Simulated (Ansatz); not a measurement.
# BNH (quartet): the correlation ladder at distance N2–H3 = 1.030 Å, 6-31G

How much of the correlation energy of BNH (quartet) does each wave-function method recover here?

The runs use Ansatz 0.2.0, Gaussian basis; 6-31G, core rule «outside noble gas», up to 2 orbitals frozen.

To be run: UHF; CCSD(T) on ROHF; CCSD(T) on UHF; BCCD(T) on ROHF; CISD; CCSDT(Q) on ROHF; CCSDT(Q) on UHF; CCSDTQ on ROHF; CASSCF and MRCISD+Q, 5 electrons in 5 orbitals; CASSCF and NEVPT2, 5 electrons in 5 orbitals; CASSCF and MRCISD+Q, 9 electrons in 9 orbitals; CASSCF and NEVPT2, 9 electrons in 9 orbitals; Full CI.

20 further runs of the same task are left out: 1 for a mislabelled method, 1 for a known fault of the program, 12 that didn't finish, 6 set aside as unsound or not needed.

### Step 1. The system

The geometry derives from a PBE0/def2-TZVP stationary point (not a proven minimum). One bond is set to the value named and the two fragments are kept rigid.

3 atoms, charge 0, spin multiplicity 4.

Atoms are counted from 1 here; the program's logs count them from 0.

Bond lengths: B1–N2 1.465 Å, N2–H3 1.030 Å. Angles: B1–N2–H3 111.7°.

Coordinates:

```
B     0.00000    0.07975    0.86377
N     0.00000   -0.11762   -0.58793
H     0.00000    0.77904   -1.09467
```

### Step 2. UHF

Contents of in.yaml:

```yaml
crystal:
  periodic: [false, false, false]
  atoms:
    - {symbol: B, position_ang: [0.000000, 0.079752, 0.863775]}
    - {symbol: N, position_ang: [0.000000, -0.117617, -0.587927]}
    - {symbol: H, position_ang: [0.000000, 0.779045, -1.094669]}
basis:
  gaussian: {orbitals: 6-31G}
magnetization: {spin_polarized: true, initial_magnetization: 3}
hamiltonian: {xc: hf}
output: {orbitals: {seedname: orbitals}}
```

On the command line:

```console
ansatz run in.yaml --threads 1 --pin off --events-out ev --progress --plain --max-ram 2393MiB
```

Further steps of the session: CCSD(T) on ROHF; CCSD(T) on UHF; BCCD(T) on ROHF; CISD; CCSDT(Q) on ROHF; CCSDT(Q) on UHF; CCSDTQ on ROHF; CASSCF and MRCISD+Q, 5 electrons in 5 orbitals; CASSCF and NEVPT2, 5 electrons in 5 orbitals; CASSCF and MRCISD+Q, 9 electrons in 9 orbitals; CASSCF and NEVPT2, 9 electrons in 9 orbitals; Full CI.

Q: Predict the results of all the runs planned. Wanted: FCI below the RHF energy; RMP2 from FCI; UMP2 from FCI; RCCSD from FCI; RCCSD(T) from FCI; UCCSD(T) from FCI; RCCSDT(Q) from FCI; UCCSDT(Q) from FCI; NEVPT2 pair from FCI.

As calculated:

| quantity | value |
| --- | --- |
| FCI below the RHF energy | -3.3814 eV |
| RMP2 from FCI | +13.40 kcal/mol |
| UMP2 from FCI | +13.30 kcal/mol |
| RCCSD from FCI | +2.15 kcal/mol |
| RCCSD(T) from FCI | +0.56 kcal/mol |
| UCCSD(T) from FCI | +0.55 kcal/mol |
| RCCSDT(Q) from FCI | +0.01 kcal/mol |
| UCCSDT(Q) from FCI | -0.02 kcal/mol |
| NEVPT2 pair from FCI | +12.35 kcal/mol |
| MRCISD+Q pair from FCI | +0.91 kcal/mol |
| NEVPT2 valence from FCI | +7.98 kcal/mol |
| levels within 1 kcal/mol (43 meV) | RCCSD(T), UCCSD(T), BCCD(T), RCCSDT, UCCSDT, RCCSDT(Q), UCCSDT(Q), RCCSDTQ, MRCISD+Q pair, MRCISD+Q valence |
| T1 diagnostic | 0.024 |
| effectively unpaired electrons | 3.02 |

What this shows: RCCSD(T) misses by +0.56 kcal/mol, 0.7 % of the correlation energy. One determinant dominates. Of the multireference levels listed MRCISD+Q valence comes nearest in total energy (+0.47 kcal/mol), which doesn't show that its space is the better one. These misses are within one basis, not against nature; the frozen cores of restricted and unrestricted runs differ, which can shift their rows.
